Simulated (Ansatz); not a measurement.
Abridged output of a molecular run in Ansatz:

```
Functional definition: HF
1369 factors; integrals over basis functions are off by at most 9.9e-4 eV
mean field evaluation 1: about -6686.7799 eV, gradient 3.8e1 eV
mean field evaluation 2: about -6687.0992 eV, gradient 3.8e1 eV
mean field evaluation 4: about -6690.5421 eV, gradient 4.4e0 eV
mean field evaluation 8: about -6690.6106 eV, gradient 3.9e-1 eV
mean field evaluation 16: about -6690.6116 eV, gradient 1.6e-6 eV
mean field -6690.61164632 eV, -245.8754429428 hartree, gradient 1.5e-6 eV, S^2 0.000000; 0 other end points of the search recorded, 0 dependent functions left out
5 core orbitals not correlated: weight in the atoms' cores, before any rotation towards them, 1.000 or more for the frozen orbitals, at most 0.000 for the correlated occupied ones
reference -6690.61164632 eV, -245.8754429428 hartree; 14, 14 occupied and 206, 206 virtual orbitals, 1369 factors
second order -25.10530202 eV of doubles, -0.00000000 eV of singles
cycle   1  -24.92949631 eV  change    1.8e-1 eV  update   1.2e-1
cycle   2  -25.58633503 eV  change   -6.6e-1 eV  update   3.5e-2
cycle   3  -25.73904447 eV  change   -1.5e-1 eV  update   1.8e-2
cycle   4  -25.72589521 eV  change    1.3e-2 eV  update   4.8e-3
cycle   5  -25.72426481 eV  change    1.6e-3 eV  update   2.4e-3
cycle   6  -25.72581804 eV  change   -1.6e-3 eV  update   7.4e-4
cycle   7  -25.72523878 eV  change    5.8e-4 eV  update   2.6e-4
cycle   8  -25.72514123 eV  change    9.8e-5 eV  update   8.8e-5
cycle   9  -25.72516734 eV  change   -2.6e-5 eV  update   3.2e-5
perturbative correction -1.16500377 eV, -0.0428130987 hartree
Total energy: -6717.50181743 eV, -246.8636385042 hartree
```

Its atoms:

Cartesian coordinates in Å:
```
C 0.683 1.209 0.812
C 0.122 0.053 0.097
N 0.477 -1.174 -0.021
C -0.711 -1.293 -0.855
O -1.017 0.122 -0.649
H 0.917 2.011 0.107
H 1.589 0.905 1.333
H -0.042 1.597 1.531
H -0.518 -1.502 -1.908
H -1.500 -1.927 -0.448
```

Question: Which basis set was used?
A. def2-QZVPP
B. def2-TZVPP
C. cc-pV(Q+d)Z
D. def2-SVP

Answer: B. It gives 225 functions.

Question: Write the keys of the input that set method, charge and spin (a neutral closed shell needs none for the last two).

Answer: 
```yaml
correlation: {method: ccsd_t}
```
